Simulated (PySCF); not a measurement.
Water, SMILES O at its CAM-B3LYP/def2-SVP optimised geometry (Å):

```
3

O     -0.3696    -0.4690     0.0000
H     -0.5953     0.4690     0.0000
H      0.5953    -0.4690     0.0000
```

Computed with CAM-B3LYP/def2-TZVP (PySCF).

Map of the Laplacian of the electron density (e/bohr⁵) on the plane z = 0.6 Å:

```
|000000000000000000000000000|
|000000000000000000000000000|
|000000000000000000000000000|
|000000000000000000000000000|
|000000000000000000000000000|
|000000000000000000000000000|
|000000000000000000000000000|
|000000000000000000000000000|
|000000000000000000000000000|
|000000000000000000000000000|
|000000000111110000000000000|
|000000001122211000000000000|
|000000001234432100000000000|
|000000002478864210000000000|
|000000012699995311000000000|
|000000013797896321000000000|
|000000002699995311000000000|
|000000001368864210000000000|
|000000000134432100000000000|
|000000000011110000000000000|
|000000000000000000000000000|
|000000000000000000000000000|
|000000000000000000000000000|
|000000000000000000000000000|
|000000000000000000000000000|
|000000000000000000000000000|
|000000000000000000000000000|
```
Scale: ten equal steps from 0.000 (start of '0') to 0.552 (end of '9'), in the order '0123456789'; x runs from -3.00 to 3.00, y from -3.00 (bottom) to 3.00 (top).
